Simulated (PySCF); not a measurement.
Working out the electron affinity of Si

Si⁻ [Ne] 3s2 3p3 (4S) → Si [Ne] 3s2 3p2 (3P). All numbers are calculated (PySCF 2.14, scalar relativity by spin-free X2C-1e, in x2c-TZVPPall with one added diffuse shell each of s, p, d type (6s6p4d1f, 51 functions)). Frozen: [Ne]. Energies in hartree (1 hartree = 27.21139 eV):

```tsv
part	Si⁻ (lower)	Si (upper)
UHF	-289.485401	-289.454361
CCSD correlation	-0.091142	-0.074284
(T)	-0.004484	-0.002507
```

Question: What does Hartree-Fock give?

Answer: (-289.454361) − (-289.485401) = 0.031040 hartree = 0.845 eV.

Question: What do CCSD and CCSD(T) give?

Answer: The CCSD correlation energies differ by 0.016858 hartree = 0.459 eV and the triples by 0.001977 hartree = 0.054 eV, so CCSD gives 1.304 eV and CCSD(T) 1.358 eV.

A first-order spin-orbit estimate adds -0.016 eV to CCSD(T) (valence), giving 1.342 eV against 1.390 eV (measured; photodetachment measurements, as compiled on the Wikipedia data page of electron affinities).

What remains against the reference includes basis incompleteness, the frozen core and higher excitations.
